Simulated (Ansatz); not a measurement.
Pyrite RuS₂ was calculated with PBE-D3(BJ) in Ansatz (plane waves, PAW).

Numerical settings: plane-wave cutoff 520 eV, 6×6×6 k mesh, Fermi–Dirac smearing 0.01 eV, no spin polarisation, scalar-relativistic PAW data made under PBE.

Equation-of-state points:

| V (Å³/atom) | E − E_lowest (meV/atom) |
|---|---|
| 14.024 | 14.85 |
| 14.316 | 3.57 |
| 14.608 | 0.00 |
| 14.900 | 3.30 |
| 15.193 | 12.70 |

Question: Fit the third-order Birch–Murnaghan equation and give B0 and B′.

Answer: V0 = 14.608 Å³/atom, B0 = 188 GPa, B′ = 4.9 (fit to the energies at full precision).

Shape and atoms are relaxed at each volume.

Measured, for comparison: equilibrium volume per atom 14.71 Å³/atom (temperature not stated, no zero-point or thermal correction; as tabulated in Wikipedia's data pages). Computed (rounded) less measured: equilibrium volume per atom -0.7 %. A static lattice is as a rule a little smaller and stiffer than an uncorrected measurement, which narrows the difference in the equilibrium volume per atom and would widen misses of the other sign.

Note: the bulk modulus comes from volumes at which shape and atoms were relaxed.

Computed values are for the static lattice.

The result took very roughly 9 core-minutes.

Ansatz is a quantum-chemistry and plane-wave program.
